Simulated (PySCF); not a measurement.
tert-butyl cation (C₄H₉), SMILES C[C+](C)C, charge +1. Atoms are numbered in the order given.

```xyz
13

C     -0.3321     1.4026     0.2495
C      0.0000     0.0000     0.0000
C      1.3545    -0.4880     0.2585
C     -1.0224    -0.9146    -0.5079
H     -0.7445     1.8412    -0.6926
H      0.4954     2.0215     0.6378
H     -1.2158     1.4459     0.9322
H      2.0801     0.1541    -0.2982
H      1.5219    -1.5559     0.0342
H      1.6138    -0.2631     1.3225
H     -0.6419    -1.3872    -1.4466
H     -1.0915    -1.7911     0.1821
H     -2.0175    -0.4656    -0.6716
```
Charge +1, spin multiplicity 1.

Coordinates come from a PBE-D3(BJ)/def2-SVP optimisation. The geometry has at least one imaginary mode, so it is a saddle point at that level.

Calculation: B3LYP/pcSseg-1 run with PySCF.

GIAO shieldings, no solvent; atoms alike by connectivity are averaged. δ = σ(ref) − σ: ¹³C against TMS (σ = 181.3 ppm); ¹H against TMS (σ = 31.68 ppm), references at their B3LYP-D3(BJ)/def2-TZVP geometries, non-relativistic.

```csv
atoms,nucleus,count,δ (ppm)
C2,¹³C,1,352.4
"C1, C3, C4",¹³C,3,(withheld)
"H5, H6, H7, H8, H9, H10, H11, H12, H13",¹H,9,4.58
```

Task: Some entries are withheld; supply them. (Estimate from the structure and the level; the computed values follow.)

Result: 
- C1, C3, C4, δ (ppm): 55.2
